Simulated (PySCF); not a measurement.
**Structure from NMR data**

The spectra below were simulated for a compound C₄H₆O₂.

1H NMR (600 MHz, computed): δ 7.02 (dd, J = 18.9, 2.9 Hz, 1H), 6.45 (dd, J = 18.9, 12.1 Hz, 1H), 6.07 (dd, J = 12.1, 2.9 Hz, 1H), 3.67 (s, 3H).

13C{1H} NMR (computed): δ 173.3 (C), 141.1 (CH2), 136.6 (CH), 54.6 (CH3).

Calculated, not measured (PySCF 2.14.0 with density-fitted response routines): structure optimised with PBE0-D3(BJ)/def2-TZVP, shieldings: GIAO B97-2/pcSseg-2, couplings computed with B3LYP/pcJ-2 (without the spin–dipole term). No relativistic terms, one computed conformer, equivalent nuclei averaged, gas phase.

Referencing at the same level of theory: 1H (σ = 31.64 ppm) and 13C (σ = 185.38 ppm) vs TMS.

Question: Deduce the structure.

Answer: 
Rings plus π bonds: 2 (no ring in the answer). 4 carbon signals for 4 carbons: no two carbons are equivalent. Carbon types of the structure: 1 × C, 1 × CH, 1 × CH2, 1 × CH3, which accounts for all hydrogens. δC 173.3: ester carbonyl carbon; it is a carbonyl in resonance with an O or N lone pair, the region of acids, esters and amides. δC 141.1: β carbon of a C=C–C=O unit; conjugation with the carbonyl draws π density from the β position. δC 136.6: α carbon of a C=C–C=O unit; an sp2 carbon of a C=C bond. δC 54.6: methyl carbon bonded to O; deshielded by the electronegative neighbour. δH 7.02, 6.07: hydrogen on a β carbon of a C=C–C=O unit; a vinylic proton, deshielded by the sp2 carbon and the C=C anisotropy. δH 6.45: hydrogen on an α carbon of a C=C–C=O unit; attached to an sp2 carbon and in the plane of the double bond. δH 3.67: hydrogen on a methyl carbon bonded to O; its carbon carries O, an electronegative neighbour. The protons at 7.02 and 6.45 share a coupling of 18.9 Hz (vicinal, trans across C=C). The protons at 6.07 and 6.45 share a coupling of 12.1 Hz (vicinal, cis across C=C).

Structure: SMILES C=CC(=O)OC.

The shifts were computed for this structure.

Splittings below 1 Hz are ignored in the labels, and close J values are merged. Shifts are as computed. Against solution values, carbons near 30 ppm lie about +3 ppm off and those near 130 ppm about +7 ppm. Of 1309 compounds with measured shifts, 239 miss one by over three times the rms of a fit or turn the order of signals round; such compounds aren't used in these exercises.
